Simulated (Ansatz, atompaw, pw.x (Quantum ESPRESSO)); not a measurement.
From atom to crystal: PAW (atompaw) potential for calcium

- Element: calcium (Ca)
- Generator: atompaw 4.2.0.5
- Type: PAW
- Functional: PBE
- Relativity: scalar-relativistic
- Frozen core: [Ne]
- Valence charge: 10
- Reference configuration: 3s2 3p6 3d0 4s1.5 4p0.5
- Partial waves: 3s (bound): rc 1.75 bohr; 4s (bound): rc 3.00 bohr; 3p (bound): rc 1.35 bohr; 4p (bound): rc 3.00 bohr; 3d (bound, empty): rc 3.00 bohr; 3d channel at 3.75 Ry: rc 3.00 bohr; 4f channel at 0.15 Ry: rc 3.00 bohr; 4f channel at 1.4 Ry: rc 3.00 bohr
- Local potential: troulliermartins scheme with l = 4 at 0.5 Ry, radius 2.60 bohr
- Core correction: smooth core density matched at 1.75 bohr
- Augmentation charge: sinc compensation charge, radius 2.80 bohr; PAW radius 3.00 bohr; waves and projectors: custom polynom vanderbiltortho

Atomic tests: cutoffs needed: 30 Ry and 55 Ry (the cutoffs (Ry, on a coarse ladder) from which the occupation-weighted sum of valence levels, in a spherical-Bessel basis at the reference potential, stays within 10 and 1 mRy of its value at 400 Ry); ghost test: no extra level below or beside the all-electron valence levels (s, p, d, f tested) (spherical-Bessel basis up to 400 Ry, 20 bohr box); lowest eigenvalue of the overlap operator: 0.45 (s channel).

Crystal test: fcc Ca in pw.x 7.5, no spin, 10³ k-points, Fermi–Dirac smearing 0.01 Ry, cutoffs 70/700 Ry. The reference is all-electron LAPW (Ansatz 0.2.0) with the same functional, mesh and smearing; V0 and B0 come from Birch–Murnaghan fits to the pressures at five volumes. Errors are pseudo minus all-electron; Δ is the rms difference of the E(V) curves that follow from these fits, minima aligned, over ±6 % about the mean V0. Mesh and smearing are coarse, so the numbers serve the comparison and aren't converged zero-temperature values; the lattice is a test structure that the element need not adopt.

| V (Å³/atom) | P all-electron (GPa) | P pseudo (GPa) |
| --- | --- | --- |
| 40.158 | 0.97 | 1.72 |
| 41.215 | 0.45 | 1.09 |
| 42.272 | -0.01 | 0.51 |
| 43.329 | -0.42 | 0.11 |
| 44.386 | -0.79 | -0.29 |

All-electron: a0 = 5.529 Å (V0 = 42.26 Å³/atom), B0 = 17.4 GPa.

Pseudopotential: mean pressure error (GPa): +0.59; a0 (Å): 5.586; a0 error (%): +1.02; B0 error (%): -7.3; Δ (meV/atom): 5.0. This is a poor potential for the solid.

Question: At the middle volume, how do free energy and pressure move when the wave cutoff is lowered (ecutrho held at 700 Ry)?

Answer:

```
cutoff (Ry)  shift of F (meV/atom)  shift of P (GPa)
         32                  +58.3             -1.40
         42                  +21.7             +0.05
         56                   +7.0             -0.10
```

The 8 pw.x runs together took about 11 min on one core of a shared server CPU.
